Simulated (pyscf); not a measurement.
9 transition-metal steps of one kind (addition across a multiple bond or ene-type step, closed-shell): reaction energy in eV, from the separated reactants or the lowest minimum found. PySCF, gas phase, ωB97X-D3(BJ)/def2-SVP geometries. Functionals in def2-TZVP; the last column is ωB97M-D3(BJ)/def2-TZVP. Rows were drawn at random from the steps of this kind and element class whose saddle was verified and whose references are stable.

| step | PBE | M06-2X | B3LYP-D3(BJ) | ωB97M-D3(BJ) |
|---|---|---|---|---|
| `[S]=[Mo](=[S])([Cl])[Cl]` + `[SiH4]` → `[SiH3][S][MoH](=[S])([Cl])[Cl]` | +0.24 | +0.12 | +0.16 | +0.06 |
| `[NH]=[Ta]([NH2])([NH2])[NH2]` + `[SiH4]` -> `[NH2][TaH]([NH2])([NH2])[NH][SiH3]` | -0.43 | -0.67 | -0.59 | -0.64 |
| `[O]=[Ta]([OH])([OH])[OH]` + `[H][H]` -> `[OH][TaH]([OH])([OH])[OH]` | +0.43 | +0.28 | +0.35 | +0.28 |
| `[O]=[Nb]([OH])([OH])[OH]` + `[H][H]` → `[OH][NbH]([OH])([OH])[OH]` | +0.68 | +0.59 | +0.62 | +0.59 |
| `[O]=[Os](=[O])(=[O])=[O]` + `[H][H]` → `[O]=[Os](=[O])([OH])[OH]` [singlet] | -0.76 | -2.20 | -1.43 | -1.98 |
| `[F][W]([F])([F])([F])=[S]` + `[ClH]` → `[F][W]([F])([F])([F])([SH])[Cl]` | +0.16 | +0.46 | +0.22 | +0.33 |
| `[O]=[Ru](=[O])(=[O])=[O]` + `[H][H]` → `[O]=[Ru](=[O])([OH])[OH]` [singlet] | -1.65 | -3.55 | -2.53 | -3.23 |
| `[F][W]([F])([F])([F])=[Se]` + `[H][H]` → `[F][WH]([F])([F])([F])[SeH]` | +0.82 | +0.88 | +0.85 | +0.71 |
| `[F][W]([F])(=[S])=[S]` + `[H][H]` -> `[F][W]([F])([SH])[SH]` [singlet] | +0.72 | +0.33 | +0.60 | +0.32 |

Differences from the last column (eV): PBE: mean +0.42, median +0.19, mean size 0.46, lower in 1 of 9; M06-2X: mean -0.02, median +0.01, mean size 0.11, lower in 3 of 9; B3LYP-D3(BJ): mean +0.20, median +0.10, mean size 0.23, lower in 1 of 9. PBE is closest for row 4 (0.09 eV apart) and farthest for row 7 (1.58 eV). PBE, r²SCAN and M06-2X carry no added dispersion term. The last column is a level with limits of its own. Elements up to Kr have no core potential and no relativistic terms here. Elements past Kr carry the def2 core potentials, without spin-orbit coupling.
